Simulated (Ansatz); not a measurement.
Geometry optimisation, Ansatz, RKS PBE0-D4/6-31G*.

Input file:

```yaml
crystal:
  periodic: [false, false, false]
  atoms:
    - { symbol: B, position_ang: [-0.076279, 0.468083, -0.462684] }
    - { symbol: "N", position_ang: [-0.016314, -0.030144, 2.234152] }
    - { symbol: H, position_ang: [-0.815457, -0.098027, 2.857601] }
    - { symbol: H, position_ang: [0.802101, -0.311823, 2.76331] }
    - { symbol: H, position_ang: [1.067262, 0.181167, -0.659815] }
    - { symbol: H, position_ang: [-0.991417, -0.269056, -0.714352] }
    - { symbol: O, position_ang: [-0.315293, 1.766026, -0.038377] }
    - { symbol: H, position_ang: [-1.264246, 1.925187, 0.041821] }
    - { symbol: H, position_ang: [0.100044, 0.968288, 1.986144] }
basis:
  gaussian: { orbitals: "6-31G*" }
hamiltonian:
  xc: pbe0
  dispersion: d4
relax:
  f_tol: 0.03
  max_steps: 50
```

Launched with:

```bash
$ ansatz run input.yaml --threads 1 --pin off --max-ram 2048MiB --backend cpu --events-out ev --progress --plain --runs-dir out
```

Q: Where does it end, and by what steps?

A: It converged. After 11 steps the energy has fallen by 0.574 eV; H4 moved furthest, 0.84 Å. Joined: B1–N2 (2.74 → 1.70 Å).

```csv
step,energy less start (eV),largest force component (eV/Å),accepted
0,0.0000,0.773,yes
1,-0.0548,1.334,yes
2,-0.1748,1.333,yes
3,-0.3632,1.182,yes
4,-0.4788,1.595,yes
5,-0.3820,1.125,no
6,-0.5448,0.369,yes
7,-0.5581,0.137,yes
8,-0.5620,0.356,yes
9,-0.5702,0.219,yes
10,-0.5736,0.049,yes
11,-0.5738,0.006,yes
```

```xyz
9
Properties=species:S:1:pos:R:3
B -0.052 0.452 0.160
N 0.031 0.199 1.841
H -0.891 0.212 2.273
H 0.489 -0.680 2.077
H 1.115 0.305 -0.159
H -0.797 -0.441 -0.215
O -0.523 1.796 0.020
H -1.450 1.792 -0.234
H 0.569 0.964 2.243
```

Whether the end is a true minimum wasn't checked by a vibrational analysis.

The run took 23 s on 1 thread of Arm Neoverse V1, on a shared host, peak memory 0.13 GiB.
